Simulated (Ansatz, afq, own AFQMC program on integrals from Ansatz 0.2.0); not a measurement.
TiH, doublet → TiH⁺, singlet

```xyz
2

Ti    0.0000    0.0000    0.0000
H     0.0000    0.0000    1.7567
```

E(singlet, charge +1) − E(doublet, charge +0) at this geometry, on ROHF and RHF determinants.

Basis def2-TZVP. Noble-gas cores (and the filled d shells of Ga–Kr and In–Xe) are frozen. Ansatz 0.2.0 and our own AFQMC program on the same integrals; the CISD trial comes from CCSD amplitudes, and released means the phaseless constraint is let go. ± is one standard error of the sampling. The metal's outer-core s and p shells are frozen, which shifts wave-function levels against functionals. The errors of all members are added in quadrature.

No full CI on the walks' own integrals is used here; CCSDTQ serves as the reference and is uncertain by about the last step of the cluster series. Each member takes its own surest rung, up to full CI.

Errors are counted within def2-TZVP, not against nature.

Cautions: no relativity below Rb; outer-core shells of the metal frozen; TiH (doublet): a spin-contaminated unrestricted determinant lies lower (UHF 1.26 eV lower, ⟨S²⟩ 1.76), strong correlation (T1 0.089, weight of the determinant 0.80, largest double 0.16), the released energies have errors that jump between times, so the bars are unsure, so no released level is given (meV from the phaseless value at times in 1/Eh: -16.5 ± 1.3 at 0.60, -23 ± 4 at 1.20, -34 ± 4 at 2.00, 10 ± 55 at 3.00, -51 ± 6 at 4.20), though the last usable value meets CCSDTQ within the noise, the ph-AFQMC/HF walk drifts between its halves (2.0 errors), CCSDTQ on the UHF determinant differs (250 meV lower), perhaps since the unrestricted series falls towards higher spin, a state of higher spin lies lower, its ph-AFQMC/CISD value lies 56.5 ± 2.1 meV above CCSDTQ; TiH⁺ (singlet): another spin lies lower, restricted determinant unstable towards unrestricted (UHF 1.25 eV lower, ⟨S²⟩ 1.00), the released energy hasn't reached full CI (25 meV above it at 3.00 1/Eh, later times being too noisy to tell), so no released level is given (meV from the phaseless value at times in 1/Eh: -21.6 ± 2.1 at 0.60, -31 ± 3 at 1.20, -40 ± 4 at 2.00, -42 ± 6 at 3.00, -28 ± 9 at 4.20), CCSDT(Q) on the UHF determinant differs (1.04 eV lower), perhaps since the unrestricted series falls towards higher spin, its ph-AFQMC/CISD value lies 66.8 ± 1.9 meV above full CI; this isn't the first ionization.

```
level  vertical ionization energy (kcal/mol)
 CCSD                                  163.2
  MP2                                  161.9
```

(1) From these cheaper values, estimate the vertical ionization energy at the reference level in def2-TZVP.

(1) 162.4 kcal/mol (CCSDTQ in def2-TZVP).

| level | vertical ionization energy (kcal/mol) | error against CCSDTQ (kcal/mol) |
| --- | --- | --- |
| HF | 145.4 | -17.0 |
| CCSD(T) | 163.3 | 0.9 |
| CCSDT | 162.5 | 0.1 |
| CCSDT(Q) | 162.4 | 0.0 |
| ph-AFQMC/CISD | 162.6 ± 0.07 | 0.2 ± 0.07 |

Correlation beyond CCSD(T) takes off 0.9 kcal/mol. The perturbative (T) step is worth +0.1 kcal/mol. Where the cautions show a poor determinant, the low rows tell how each method copes with it, not its usual error.

CCSDT and higher add their correlation energy to the determinant of the CCSD(T) run, since their own runs factorise the integrals more tightly (a shift of under 2 meV). A walk keeps the symmetry of its determinant, which the program's search chose and which needn't be the lowest solution, so a lower state of the same spin and another symmetry isn't excluded.
